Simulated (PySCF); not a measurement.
Si(H)4 cation (H4Si), SMILES [SiH4] (connectivity only; charge and spin as stated), charge +1, multiplicity 2.

Geometry: r2SCAN-D4/def2-TZVPD. A frequency run showed that this geometry is not a minimum. The spin state was assumed, not searched. The isomer is the one that the SMILES or the coordinates give; other isomers of the formula were not compared.

All values below come from TDA-B3LYP/def2-TZVPD (PySCF 2.14.0).

Vertical excitations; the highest root listed may be one member of a degenerate set. Gas-phase values at a fixed geometry.

| state | energy (eV) | λ (nm) | f | main pairs |
|---|---|---|---|---|
| root 1 | 2.38 | 520 | 0.000 | α HOMO→LUMO 100 % |
| root 2 | 4.68 | 265 | 0.000 | β HOMO−1→LUMO+1, β HOMO→LUMO+1 (degenerate set) |
| root 3 | 4.68 | 265 | 0.000 | β HOMO→LUMO+1, β HOMO−1→LUMO+1 (degenerate set) |
| root 4 | 4.79 | 259 | 0.126 | β HOMO→LUMO (degenerate set) |
| root 5 | 4.79 | 259 | 0.126 | β HOMO−1→LUMO (degenerate set) |
| root 6 | 6.05 | 205 | 0.000 | α HOMO→LUMO+1 94 %, β HOMO−2→LUMO 5 % |
| root 7 | 6.17 | 201 | 0.000 | α HOMO−2→LUMO, α HOMO−1→LUMO (degenerate set) |
| root 8 | 6.17 | 201 | 0.000 | α HOMO−1→LUMO, α HOMO−2→LUMO (degenerate set) |
| root 9 | 8.66 | 143 | 0.004 | α HOMO−1→LUMO+1, β HOMO→LUMO+2 (degenerate set) |
| root 10 | 8.66 | 143 | 0.004 | α HOMO−2→LUMO+1, β HOMO−1→LUMO+2 (degenerate set) |
Unrestricted roots are not spin-pure.
